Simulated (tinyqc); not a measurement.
Inside a calculation. Method: MP2 on RHF in the sto-3g basis, frozen core, for OH-, spin multiplicity 1. The basis has no diffuse functions, so it cannot describe the extra electron: this is an exercise in the method, not the real anion. One step of it, computed by the program tinyqc.

Problem. Integrals over molecular orbitals. (pq|rs) = sum C_ip C_jq C_kr C_ls (ij|kl), one index at a time.

coefficients C:
```
,MO1,MO2,MO3,MO4,MO5,MO6
1O 1s,0.994695,-0.256631,0.059986,0.000000,0.000000,-0.046297
1O 2s,0.021745,0.989605,-0.301054,0.000000,0.000000,0.233689
1O 2px,0.000000,0.000000,0.000000,0.967662,-0.252250,0.000000
1O 2py,0.000000,0.000000,0.000000,0.252250,0.967662,0.000000
1O 2pz,0.001187,-0.017249,0.455093,0.000000,0.000000,0.921947
2H 1s,-0.002938,0.130222,0.807650,0.000000,0.000000,-0.671211
```

core Hamiltonian H = T + V (hartree), lower triangle:
```
,1O 1s,1O 2s,1O 2px,1O 2py,1O 2pz,2H 1s
1O 1s,-31.990558
1O 2s,-7.439926,-8.618907
1O 2px,0.000000,0.000000,-6.810332
1O 2py,0.000000,0.000000,0.000000,-6.810332
1O 2pz,-0.007154,-0.089906,0.000000,0.000000,-6.856550
2H 1s,-0.595278,-1.546026,0.000000,0.000000,-1.245817,-3.451204
```

Two-electron integrals (ij|kl) in chemists' order, unique and non-zero (hartree):
```
i,j,k,l,(ij|kl)
1,1,1,1,4.785065
2,1,1,1,0.741380
2,1,2,1,0.136873
2,2,1,1,1.118947
2,2,2,1,0.256633
2,2,2,2,0.817206
3,1,3,1,0.024477
3,2,3,1,0.037809
3,2,3,2,0.180518
3,3,1,1,1.115814
3,3,2,1,0.256684
3,3,2,2,0.817023
3,3,3,3,0.880159
4,1,4,1,0.024477
4,2,4,1,0.037809
4,2,4,2,0.180518
4,3,4,3,0.047444
4,4,1,1,1.115814
4,4,2,1,0.256684
4,4,2,2,0.817023
4,4,3,3,0.785270
4,4,4,4,0.880159
5,1,5,1,0.024477
5,2,5,1,0.037809
5,2,5,2,0.180518
5,3,5,3,0.047444
5,4,5,4,0.047444
5,5,1,1,1.115814
5,5,2,1,0.256684
5,5,2,2,0.817023
5,5,3,3,0.785270
5,5,4,4,0.785270
5,5,5,5,0.880159
6,1,1,1,0.059388
6,1,2,1,0.010885
6,1,2,2,0.020325
6,1,3,3,0.020290
6,1,4,4,0.020290
6,1,5,1,0.000464
6,1,5,2,0.000883
6,1,5,5,0.020397
6,1,6,1,0.000875
6,2,1,1,0.174235
6,2,2,1,0.040595
6,2,2,2,0.147133
6,2,3,3,0.144509
6,2,4,4,0.144509
6,2,5,1,0.002986
6,2,5,2,0.024935
6,2,5,5,0.152232
6,2,6,1,0.003294
6,2,6,2,0.035709
6,3,3,1,0.003863
6,3,3,2,0.023859
6,3,5,3,0.004904
6,3,6,3,0.004605
6,4,4,1,0.003863
6,4,4,2,0.023859
6,4,5,4,0.004904
6,4,6,4,0.004605
6,5,1,1,0.139108
6,5,2,1,0.032786
6,5,2,2,0.127052
6,5,3,3,0.121666
6,5,4,4,0.121666
6,5,5,1,0.005901
6,5,5,2,0.043505
6,5,5,5,0.137677
6,5,6,1,0.002749
6,5,6,2,0.037606
6,5,6,5,0.043819
6,6,1,1,0.372989
6,6,2,1,0.088234
6,6,2,2,0.368675
6,6,3,3,0.356561
6,6,4,4,0.356561
6,6,5,1,0.006828
6,6,5,2,0.081405
6,6,5,5,0.392576
6,6,6,1,0.007177
6,6,6,2,0.123940
6,6,6,5,0.149871
6,6,6,6,0.774606
```

Give: one-electron integrals over orbitals h = C^T H C; Two-electron integrals over orbitals.

Solution.

one-electron integrals over orbitals h = C^T H C (hartree), lower triangle:
```
,1,2,3,4,5,6
1,-31.9743
2,0.6225,-7.1792
3,-0.1399,0.5817,-4.4963
4,0.0000,0.0000,0.0000,-6.8103
5,0.0000,0.0000,0.0000,0.0000,-6.8103
6,0.1101,-0.5386,-1.6086,0.0000,0.0000,-5.8093
```

Two-electron integrals over orbitals (pq|rs), unique and non-zero (hartree); the lowest 1 orbital is frozen and left out:
```
p,q,r,s,(pq|rs)
2,2,2,2,0.7605
3,2,2,2,-0.0708
3,2,3,2,0.0900
3,3,2,2,0.5032
3,3,3,2,0.0378
3,3,3,3,0.6097
4,2,4,2,0.1652
4,3,4,2,-0.0313
4,3,4,3,0.0203
4,4,2,2,0.7849
4,4,3,2,-0.0829
4,4,3,3,0.4851
4,4,4,4,0.8802
5,2,5,2,0.1652
5,3,5,2,-0.0313
5,3,5,3,0.0203
5,4,5,4,0.0474
5,5,2,2,0.7849
5,5,3,2,-0.0829
5,5,3,3,0.4851
5,5,4,4,0.7853
5,5,5,5,0.8802
6,2,2,2,0.0528
6,2,3,2,0.0648
6,2,3,3,0.0058
6,2,4,4,0.0592
6,2,5,5,0.0592
6,2,6,2,0.1183
6,3,2,2,0.1825
6,3,3,2,-0.0868
6,3,3,3,-0.0524
6,3,4,4,0.1911
6,3,5,5,0.1911
6,3,6,2,0.0073
6,3,6,3,0.1871
6,4,4,2,0.0230
6,4,4,3,0.0169
6,4,6,4,0.0382
6,5,5,2,0.0230
6,5,5,3,0.0169
6,5,6,5,0.0382
6,6,2,2,0.6802
6,6,3,2,-0.0101
6,6,3,3,0.5716
6,6,4,4,0.6749
6,6,5,5,0.6749
6,6,6,2,0.0658
6,6,6,3,0.1014
6,6,6,6,0.7019
```
